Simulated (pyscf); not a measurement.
Single points on ωB97X-D3(BJ)/def2-SVP structures (PySCF, gas phase).

**Question.** For the elementary gas-phase step H₂N–In(Cl)–Cl (SMILES [NH2][In]([Cl])[Cl]) + H₂S (SMILES S) → H₂N–In(SH)–Cl (SMILES [NH2][In]([SH])[Cl]) + HCl (SMILES Cl) (singlet surface; Cl–In, H–S broken, In–S, Cl–H formed), what barrier and reaction energy does HF/def2-TZVP give, measured from the separated reactants?

**Answer.** ΔE‡ = 0.96 eV, ΔE = +0.40 eV. ωB97M-D3(BJ)/def2-TZVP gives 0.23 eV and +0.26 eV. Zero-point energy shifts the barrier by -0.02 eV. It is a four-centre exchange, with an imaginary mode of 639i cm⁻¹. On the reactant side the descent ends in an adduct with a In–S contact, 0.75 eV under the separated species and 0.77 eV under the saddle at ωB97X-D3(BJ)/def2-TZVP. On the product side the descent ends in an adduct with a Cl–In contact, 0.35 eV under the separated species and 0.15 eV under the saddle at ωB97X-D3(BJ)/def2-TZVP. What is counted as formed (In–S) is already present as a longer contact in the reactant adduct; forming that adduct is a step of its own. What is counted as broken (Cl–In) persists as a longer contact in the product adduct; parting that adduct is a step of its own. At ωB97X-D3(BJ)/def2-TZVP the barrier from the zero used here is 0.02 eV. One saddle was located; it need not be the lowest between these sides. Elements past Kr carry the def2 core potentials, without spin-orbit coupling.
